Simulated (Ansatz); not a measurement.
We consider hcp Ru, described by PBEsol (Ansatz, a quantum-chemistry and plane-wave program, PAW).

Run with plane-wave cutoff 520 eV, 24×24×14 k mesh (along the axes of the cell as run), Fermi–Dirac smearing 0.05 eV, no spin polarisation, scalar-relativistic PAW data made under PBE.

Equation-of-state points:

```tsv
V (Å³/atom)	E − E_lowest (meV/atom)	P (GPa)
12.788	24.90	15.58
13.054	5.98	7.34
13.321	0.00	-0.01
13.587	5.55	-6.54
13.854	21.36	-12.36
```

Question: Estimate the bulk modulus and its pressure derivative from these points.

Answer: V0 = 13.321 Å³/atom, B0 = 346 GPa, B′ = 4.8 (fit to the energies at full precision).

Shape and atoms are relaxed at each volume.

Measured, for comparison: bulk modulus 318 GPa (zero-point energy and finite temperature contributions removed, our sources range from 318 to 336; as tabulated in doi:10.1021/acs.jctc.3c00612). Computed (rounded) less measured: bulk modulus +9 % (+3 % to +9 % over the range).

Note: the bulk modulus comes from volumes at which shape and atoms were relaxed.

Computed values are for the static lattice.
